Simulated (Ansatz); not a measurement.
# FH3N: the cost of one run

Program: Ansatz 0.2.0. Level of theory: the levels named in each step. These are calculated values, not measurements.

## 1. The starting structure

Bond lengths: F1–H3 0.933 Å, N2–H4 1.012 Å, N2–H5 1.012 Å. Angles: H4–N2–H5 110.6°.

Structure file:

```xyz
5

F     1.0232   -0.8699    0.4879
N    -1.3152    1.1435   -0.6305
H     1.7611   -0.6532    1.0155
H    -0.6546    0.4264   -0.3581
H    -2.1167    0.7326   -1.0926
```

## 2. A rough first relaxation, PBE-D4/def2-SVPD

input.yaml reads:

```yaml
crystal:
  periodic: [false, false, false]
  atoms:
    - { symbol: F, position_ang: [1.02324, -0.86991, 0.48791] }
    - { symbol: "N", position_ang: [-1.3152, 1.14352, -0.63047] }
    - { symbol: H, position_ang: [1.76108, -0.65315, 1.01551] }
    - { symbol: H, position_ang: [-0.65463, 0.4264, -0.35814] }
    - { symbol: H, position_ang: [-2.11666, 0.73264, -1.09264] }
total_charge: -1
basis:
  gaussian: { orbitals: def2-SVPD }
hamiltonian:
  xc: pbe
  dispersion: d4
relax:
  f_tol: 0.03
  max_steps: 200
```

Started as:

```bash
> ansatz run input.yaml --threads 4 --pin off --max-ram 10240MiB --backend cpu --events-out ev --progress --plain --runs-dir out
```

**Question.** How long does this run take on 4 threads of Intel Xeon Platinum 8488C (Sapphire Rapids), shared host, and how much memory does it need?

About 5.8 s, with a peak of 0.13 GiB.
